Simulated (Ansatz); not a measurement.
in.yaml

```yaml
crystal:
  periodic: [false, false, false]
  atoms:
    - {symbol: Al, position_ang: [0.000000, 0.000000, 2.096600]}
    - {symbol: Ga, position_ang: [0.000000, 0.000000, -0.211800]}
    - {symbol: H, position_ang: [0.000000, 0.000000, -1.884800]}
basis:
  gaussian: {orbitals: def2-SVP, fitting: {mean_field: def2-universal-jkfit}}
magnetization: {spin_polarized: false, initial_magnetization: 3}
correlation: {method: fic_mrcisd_q, electrons: valence, active_space: {window: {electrons: 5, orbitals: 5}, places: [1, 2]}}
```

```sh
$ ansatz run in.yaml --threads 1 --pin off --events-out ev --progress --plain --max-ram 2393MiB
```

(1) One thing in this input was set wrong on purpose, beside settings that are merely unusual. What is the gravest fault, and what does the program do?

Answers

(1) Two definitions of the active space. How the run ends: refused.
```
Error: invalid value for `correlation.active_space`: name one of window, places and ras
```
